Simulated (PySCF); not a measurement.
Gas-phase reaction: 2 C₃H₄ (cyclic) + N₂H₂ = C₄H₈ (cis-2-butene) + 2 HCN

Computed with PySCF (xtb for GFN2) and rigid-rotor harmonic-oscillator thermochemistry at 1 bar. Table values come from the NASA 1993 polynomials. † marks an energy on the PBE0/def2-TZVP geometry and frequencies; other levels use their own. All species are closed-shell singlets. B3LYP is the form with VWN-RPA correlation. The table's entry may be an old estimate for C₃H₄ (cyclic), N₂H₂, C₄H₈ (cis-2-butene) (not checked at source).

| level | ΔH°(298 K), kJ |
|---|---|
| table | -503.5 |
| B3LYP/def2-TZVP† | -504.0 |
| BLYP/def2-TZVP† | … |
| GFN2-xTB | … |
| PBE0/def2-QZVP† | -457.2 |
| PBE0/def2-TZVP | … |

### Question
Some entries are withheld; supply them.

### Answer

- BLYP/def2-TZVP†, ΔH°(298 K), kJ: -505.7
- GFN2-xTB, ΔH°(298 K), kJ: -428.7
- PBE0/def2-TZVP, ΔH°(298 K), kJ: -460.2
